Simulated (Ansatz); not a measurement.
Molecule: t-butyl radical, C4H9 (charge 0, doublet). It need not be the lowest isomer of its formula. 
Structure (B3LYP-D3(BJ)/def2-TZVP (Ansatz, an electronic-structure program) minimum search):
```
C
C 1 1.4897
H 2 1.0928 1 111.77
H 2 1.0928 3 108.37 1 -123.60
H 2 1.1035 3 106.48 4 -114.20
C 1 1.4897 2 118.69 3 -162.14
H 6 1.0928 1 111.77 2 162.14
H 6 1.0928 7 108.37 1 123.60
H 6 1.1035 7 106.48 8 114.20
C 1 1.4897 2 118.69 3 40.48
H 10 1.0928 1 111.77 2 -40.48
H 10 1.0928 11 108.37 1 123.60
H 10 1.1035 11 106.48 12 114.20
```
Charge 0, spin multiplicity 2.

Property: atomisation energy (electronic, to ground-state atoms), in kJ/mol. Valence correlation only, unless marked. Open shells are spin-unrestricted. No spin-orbit coupling. No relativistic terms. The coupled-cluster limit lacks core correlation, which all-electron functionals hold. CBS marks a two-point X^-3 extrapolation of the correlation energy; Hartree-Fock from the larger set. The bracket is a focal-point correction in the basis named.

```tsv
level	program	atomisation energy (kJ/mol)
BLYP-D4/def2-TZVPD	Ansatz + dftd4	4996.7
revPBE/def2-TZVPD	Ansatz	4937.5
PBE0/def2-SVP	Ansatz	(withheld)
LC-wPBE-D4/def2-TZVPD	Ansatz + dftd4	5041.8
SCS-MP2/cc-pVDZ	Ansatz	4694.9
RI-MP2/CBS(cc-pVTZ,cc-pVQZ)+[CCSD(T)-MP2]/cc-pVDZ	Ansatz	(withheld)
```

Problem. Complete the blanks.

Solution. 
- PBE0/def2-SVP, atomisation energy (kJ/mol): 5089.7
- RI-MP2/CBS(cc-pVTZ,cc-pVQZ)+[CCSD(T)-MP2]/cc-pVDZ, atomisation energy (kJ/mol): 5013.8
